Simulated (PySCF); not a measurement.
**Level sweep**

Species: beryllium dihydride, BeH2.
SMILES: `[BeH2]`

PySCF, dipoles from the SCF density, polarisabilities from static response with core orbitals frozen. Geometry: PBE0-D3(BJ)/def2-SVP; no solvent, vibrations or thermal averaging.

How do dipole and polarisability depend on functional and basis here?

| level | α (Å³) | anisotropy (Å³) |
| --- | --- | --- |
| LDA/def2-SVPD | 3.26 | 0.02 |
| PBE/def2-SVPD | 3.17 | 0.02 |
| B3LYP/def2-SVPD | 3.03 | 0.06 |
| PBE0/def2-SVPD | 3.05 | 0.00 |
| BHandHLYP/def2-SVPD | 2.91 | 0.08 |
| CAM-B3LYP/def2-SVPD | 3.00 | 0.07 |
| wB97X-D/def2-SVPD | 3.08 | 0.01 |
| LC-wPBE/def2-SVPD | 2.99 | 0.01 |
| HF/def2-SVPD | 2.81 | 0.06 |
| PBE0/6-31G* | 2.31 | 0.23 |
| PBE0/def2-SVP | 2.47 | 0.37 |
| PBE0/6-31+G* | 2.48 | 0.43 |
| PBE0/def2-TZVP | 2.79 | 0.20 |
| PBE0/def2-TZVPD | 3.09 | 0.13 |
| PBE0/aug-cc-pVDZ | 3.10 | 0.08 |
| PBE0/aug-cc-pVTZ | 3.10 | 0.08 |

The anisotropy is √(½[(α1 − α2)² + (α2 − α3)² + (α3 − α1)²]). No reference polarisability is at hand; against PBE0 in the largest diffuse basis at hand (aug-cc-pVTZ) the other PBE0 rows deviate by 6-31G* -26%, def2-SVP -20%, 6-31+G* -20%, def2-SVPD -2%, def2-TZVP -10%, def2-TZVPD 0%, aug-cc-pVDZ 0%. The dipole stays under 0.05 D at every level. In one basis (def2-SVPD) the functionals order the polarisability from HF (lowest) to LDA (highest), a spread of 16%. With PBE0 the polarisability is 2.52 Å³ without diffuse functions (mean of 6-31G*, def2-SVP and def2-TZVP) and 2.96 Å³ with them (mean of 6-31+G*, def2-SVPD, def2-TZVPD, aug-cc-pVDZ and aug-cc-pVTZ).
